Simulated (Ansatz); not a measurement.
**H2Si–B⁺, triplet: reading a ladder of total energies**

Geometry: that of the H2Si–B, doublet, kept fixed.

```xyz
4

Si   -0.0850    0.0000    0.4943
B     0.0885    0.0000   -1.4519
H     0.7098   -1.2068    0.8997
H     0.7098    1.2068    0.8997
```

Basis cc-pVTZ; Ansatz 0.2.0. Only valence electrons are correlated (noble-gas cores frozen), which leaves 8 electrons in 86 orbitals. Prefix R: restricted or restricted open-shell reference; prefix U: unrestricted.

Full CI isn't at hand for all of this; UCCSDT(Q) serves as the reference, and is uncertain by about the last step of the cluster series.

Runs differ by some tens of microhartree through their thresholds and, for an open shell, their frozen cores, so steps under 0.03 kcal/mol mean nothing.

```json
{"level": "UHF", "total energy (hartree)": "-314.348084"}
{"level": "UMP2", "total energy (hartree)": "-314.484368"}
{"level": "UCCSD", "total energy (hartree)": "-314.519830"}
{"level": "UCCSD(T)", "total energy (hartree)": "-314.526633"}
{"level": "UCCSDT", "total energy (hartree)": "-314.528273"}
{"level": "UCCSDT(Q)", "total energy (hartree)": "-314.528638"}
```

Question: What is the correlation energy at UCCSDT(Q), and what share of it do UMP2 and UCCSD recover?

Answer: E(corr) = -314.528638 − (-314.348084) = -0.180554 hartree = -4.913 eV. UMP2: -0.136284 / -0.180554 = 75.48 %. UCCSD: -0.171746 / -0.180554 = 95.12 %.

Question: By how many kcal/mol does UCCSD(T) miss UCCSDT(Q) (1 hartree = 627.509 kcal/mol), and which steps make up the rest?

Answer: -314.526633 − (-314.528638) = 0.002005 hartree = 1.26 kcal/mol. Steps: UCCSDT − UCCSD(T) = -1.03, UCCSDT(Q) − UCCSDT = -0.23 kcal/mol. Differences between like states or geometries often cancel part of this.
